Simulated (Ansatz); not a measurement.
`[SiH3][AlH][SH]` + NH₃ → `[NH2][AlH][SiH3]` + H₂S  (ligand exchange at the Al–S bond)

Program: Ansatz. Geometries: PBE0-D4/def2-TZVP. ΔE: electronic, gas phase. CCSD(T)/CBS is the MP2 limit (def2-TZVPP, def2-QZVPP) plus CCSD(T) − MP2 in def2-TZVPP, frozen cores. This one scheme is used for every species. Functionals use def2-TZVPP. One conformer a species, not always the lowest.

`[SiH3][AlH][SH]`:

```xyz
8

Si   -1.326   -0.200    0.795
Al    0.932   -0.074   -0.138
S     1.133    0.874   -2.096
H    -2.345    0.352   -0.140
H    -1.412    0.566    2.072
H    -1.697   -1.611    1.101
H     2.250   -0.616    0.558
H     2.466    0.708   -2.152
```

NH₃:

```xyz
4

N    -0.037    0.105   -0.259
H     0.845   -0.384   -0.175
H    -0.042    0.831    0.447
H    -0.766   -0.552   -0.013
```

`[NH2][AlH][SiH3]`:

Z-matrix (Å, degrees):
```
Si
Al 1 2.451
H 1 1.492 2 111.6
H 1 1.492 2 112.2 3 -120.3
H 1 1.492 2 111.6 3 119.3
N 2 1.768 1 117.7 3 120.1
H 2 1.587 1 125.1 3 -59.9
H 6 1.008 2 125.0 1 -180.0
H 6 1.007 2 124.8 1 0.0
```

H₂S:

Cartesian coordinates in Å:
```
S 0.121 0.608 0.005
H -1.005 -0.115 -0.095
H 0.884 -0.492 0.090
```

```
           species  B2PLYP energy (Eh)
 `[SiH3][AlH][SH]`          -932.80643
               NH₃           -56.53655
`[NH2][AlH][SiH3]`          -590.06064
               H₂S          -399.27468
```

Q: Work out ΔE.

A: ΔE = (-590.06064) + (-399.27468) − (-932.80643) − (-56.53655) = 0.00766 Eh = +20.1 kJ/mol. CCSD(T)/CBS gives +23.9 kJ/mol.

Largest T1 diagnostic among the species: 0.013.

At CCSD(T), def2-SVP lies −7.1 kJ/mol from the extrapolated value and def2-TZVPP −2.3 kJ/mol. Leaving LDA and LC-ωPBE aside and taking each functional with its dispersion term where it has one, the values, not all of them listed here, spread over 13.5 kJ/mol, from CAM-B3LYP-D4 to HSE06-D4. LDA lies −5.5 kJ/mol from PBE without D4.
